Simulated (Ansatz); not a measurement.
Input (FCI/aug-cc-pVDZ; Ansatz, a program for electronic structure):

Ansatz 0.2 input:
```yaml
crystal:
  periodic: [false, false, false]
  atoms:
    - {symbol: N, position_ang: [-0.00000000, -0.00000000, -0.12959142]}
    - {symbol: H, position_ang: [0.00000000, 0.00000000, 0.90713994]}
basis:
  gaussian:
    orbitals: aug-cc-pVDZ
magnetization: {spin_polarized: true, initial_magnetization: 2}
correlation: {method: fci, electrons: outside_noble_gas}
```

Output:

```
Functional definition: HF
integrals: 0.01 GiB planned
510 factors; integrals over basis functions are off by at most 1.1e-7 eV
mean field: 0.06 GiB planned
mean field evaluation 1: about -1495.4843 eV, gradient 7.8e0 eV
mean field evaluation 2: about -1495.4844 eV, gradient 7.8e0 eV
mean field evaluation 4: about -1495.8594 eV, gradient 7.1e-1 eV
mean field evaluation 8: about -1495.8640 eV, gradient 3.8e-4 eV
mean field -1495.86399505 eV, -54.9719878852 hartree, gradient 1.5e-6 eV, S^2 2.016000; 0 other end points of the search recorded, 0 dependent functions left out
1 core orbitals not correlated
reference -1495.66069331 eV, -54.9645166838 hartree; 4, 2 occupied and 27, 29 virtual orbitals, 510 factors
configuration interaction: 1.81 GiB planned
state -1499.51366191 eV, -55.1061106683 hartree
Total energy: -1499.51366191 eV, -55.1061106683 hartree
```
